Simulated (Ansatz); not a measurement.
The input, for Ansatz 0.2.0:

```yaml
crystal:
  periodic: [false, false, false]
  atoms:
    - {symbol: Al, position_ang: [0.000000, -0.105930, 0.000000]}
    - {symbol: H, position_ang: [0.000000, 1.417823, -1.611375]}
    - {symbol: H, position_ang: [0.000000, 1.417824, 1.611374]}
basis:
  gaussian: {orbitals: "6-31++G**"}
total_charge: -1
magnetization: {spin_polarized: false}
correlation: {method: ccsdt_q, electrons: outside_noble_gas}
```

```sh
$ ansatz run in.yaml --threads 1 --pin off --events-out ev --progress --plain --max-ram 2393MiB
```

The program prints:

```
550 factors; integrals over basis functions are off by at most 1.5e-7 eV
mean field evaluation 1: about -6610.8614 eV, gradient 8.4e0 eV
mean field evaluation 2: about -6610.8629 eV, gradient 8.4e0 eV
mean field evaluation 4: about -6611.5107 eV, gradient 8.9e-1 eV
mean field evaluation 8: about -6611.5255 eV, gradient 1.4e-3 eV
mean field evaluation 16: about -6611.5255 eV, gradient 4.3e-6 eV
mean field -6611.52551318 eV, -242.9690811563 hartree, gradient 4.3e-6 eV, S^2 0.000000; 0 other end points of the search recorded, 0 dependent functions left out; unrestricted orbitals would lower it
5 core orbitals not correlated: weight in the atoms' cores, before any rotation towards them, 1.000 or more for the frozen orbitals, at most 0.000 for the correlated occupied ones
reference -6611.52551318 eV, -242.9690811563 hartree; 3, 3 occupied and 27, 27 virtual orbitals, 550 factors
second order -1.87541302 eV of doubles, -0.00000000 eV of singles
cycle   1  -2.29254862 eV  change   -4.2e-1 eV  update   8.0e-2
cycle   2  -2.62136127 eV  change   -3.3e-1 eV  update   4.1e-2
cycle   3  -2.64952117 eV  change   -2.8e-2 eV  update   1.3e-2
cycle   4  -2.65757501 eV  change   -8.1e-3 eV  update   6.4e-3
cycle   5  -2.65870106 eV  change   -1.1e-3 eV  update   2.2e-3
cycle   6  -2.65803434 eV  change    6.7e-4 eV  update   1.0e-3
cycle   7  -2.65786587 eV  change    1.7e-4 eV  update   3.6e-4
cycle   8  -2.65809351 eV  change   -2.3e-4 eV  update   1.4e-4
cycle   9  -2.65806341 eV  change    3.0e-5 eV  update   5.3e-5
cycle  10  -2.65801842 eV  change    4.5e-5 eV  update   2.1e-5
cycle  11  -2.65802035 eV  change   -1.9e-6 eV  update   9.3e-6
cycle  12  -2.65802664 eV  change   -6.3e-6 eV  update   4.4e-6
cycle  13  -2.65802963 eV  change   -3.0e-6 eV  update   1.6e-6
cycle  14  -2.65802822 eV  change    1.4e-6 eV  update   7.2e-7
cycle  15  -2.65802770 eV  change    5.2e-7 eV  update   2.7e-7
perturbative correction -0.00186745 eV, -0.0000686276 hartree
Total energy: -6614.18540832 eV, -243.0668305000 hartree
```

For the same geometry and basis full CI lies 0.4 meV lower.

Ran on 1 thread of Arm Neoverse V1, shared host: 0.91 s wall, 0.09 GiB peak host memory.
